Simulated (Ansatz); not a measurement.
# NO+ (nitrosonium) at CCSDT/STO-3G

What is the vertical singlet–triplet gap of NO+ (nitrosonium) at CCSDT/STO-3G? 

Program for the calculation: Ansatz 0.2.0.

13 further runs of the same task are left out: 12 that didn't finish, 1 set aside as unsound or not needed.

## Step 1: The molecule

The species is NO+ (2 atoms), meant as a singlet with charge +1. SMILES: `N#[O+]`. Geometry: the measured bond length.

Bond lengths: N1–O2 1.063 Å.

## Step 2: A single-point energy at CCSDT/STO-3G

run.yaml

```yaml
crystal:
  periodic: [false, false, false]
  atoms:
    - symbol: "N"
      position_ang: [0.000000, 0.000000, 0.000000]
    - symbol: O
      position_ang: [0.000000, 0.000000, 1.063220]
basis:
  gaussian:
    orbitals: STO-3G
accuracy: high
correlation:
  method: ccsdt
  frozen_orbitals: {"N": 1, O: 1}
total_charge: 1
scf:
  omitted_lower_state_checks: [cluster_reference, increment]
```

Run with:

```sh
$ ansatz run run.yaml --threads 1 --pin off --max-ram 2610MiB --events-out events.jsonl --progress --plain --runs-dir runs
```

What it wrote, cut to the lines that bear on the results:

```text
Warning: RAYON_NUM_THREADS=1 ignored (pool sized by the plan → 1); use --threads N
Functional definition: HF
  name "HF"
[...]
149 factors; integrals over basis functions are off by at most 3.3e-8 eV
[...]
mean field -3460.91275820 eV, -127.1861979729 hartree, gradient 2.8e-8 eV, S^2 0.000000; 0 other end points of the search recorded, 0 dependent functions left out
2 core orbitals not correlated: weight in the atoms' cores, before any rotation towards them, 1.000 or more for the frozen orbitals, at most 0.000 for the correlated occupied ones
reference -3460.91275820 eV, -127.1861979729 hartree; 5, 5 occupied and 3, 3 virtual orbitals, 149 factors
second order -4.55866292 eV of doubles, -0.00000000 eV of singles
cycle   1  -4.22881998 eV  change    3.3e-1 eV  update   8.7e-2
[...]
cycle  21  -4.59998925 eV  change  -3.7e-10 eV  update  1.3e-10
Total energy: -3465.51274745 eV, -127.3552444599 hartree
Checks for a lower state left out: cluster_reference, increment
```

It took 0.2 s on 1 thread of Arm Neoverse V1, shared host.

## Step 3: The triplet at the same level

run.yaml

```yaml
crystal:
  periodic: [false, false, false]
  atoms:
    - {symbol: N, position_ang: [0.000000, 0.000000, 0.000000]}
    - {symbol: O, position_ang: [0.000000, 0.000000, 1.063220]}
basis:
  gaussian:
    orbitals: STO-3G
total_charge: 1
correlation:
  method: ccsdt
  frozen_orbitals: {"N": 1, O: 1}
scf:
  omitted_lower_state_checks: [cluster_reference, increment]
magnetization:
  spin_polarized: true
  initial_magnetization: 2
accuracy: high
```

Run with:

```sh
$ ansatz run run.yaml --threads 1 --pin off --max-ram 2610MiB --events-out events.jsonl --progress --plain --runs-dir runs
```

What it wrote, cut to the lines that bear on the results:

```text
Warning: RAYON_NUM_THREADS=1 ignored (pool sized by the plan → 1); use --threads N
[... 2 set-up lines as earlier in the session ...]
[...]
149 factors; integrals over basis functions are off by at most 3.3e-8 eV
[...]
mean field -3454.70874878 eV, -126.9582048318 hartree, gradient 7.4e-9 eV, S^2 2.208160; 9 other end points of the search recorded, 0 dependent functions left out
2 core orbitals not correlated: weight in the atoms' cores, before any rotation towards them, 1.000 or more for the frozen orbitals, at most 0.000 for the correlated occupied ones
reference -3454.70874878 eV, -126.9582048318 hartree; 6, 4 occupied and 2, 4 virtual orbitals, 149 factors
second order -2.34285433 eV of doubles, -0.00000000 eV of singles
cycle   1  -2.61423894 eV  change   -2.7e-1 eV  update   8.7e-2
[...]
cycle  29  -3.34819307 eV  change   1.6e-10 eV  update  2.2e-10
Total energy: -3458.05694184 eV, -127.0812486576 hartree
Checks for a lower state left out: cluster_reference, increment
```

It took 0.76 s on 1 thread of Arm Neoverse V1, shared host.

## Step 4: Results

At CCSDT/STO-3G, 2 core orbitals frozen:

```
                                            quantity          value
                               singlet: total energy  -127.35524 Eh
singlet: correlation energy (2 core orbitals frozen)     -169.0 mEh
                              singlet: T1 diagnostic          0.010
                               triplet: total energy  -127.08125 Eh
triplet: correlation energy (2 core orbitals frozen)     -123.0 mEh
          triplet: ⟨S²⟩ of the reference determinant          2.208
                              triplet: T1 diagnostic          0.061
    vertical energy of the triplet above the singlet       7.456 eV
```

**Reading.** At this shape the triplet lies 7.46 eV (719 kJ/mol) above the singlet. In a minimal basis such a difference can be off by several eV, whatever the method. ⟨S²⟩ (triplet) is 2.21 where a pure triplet has 2.00: the reference is spin-contaminated. The T1 diagnostic (triplet) of 0.061 is above the customary mark for such species, so a single reference may not serve.
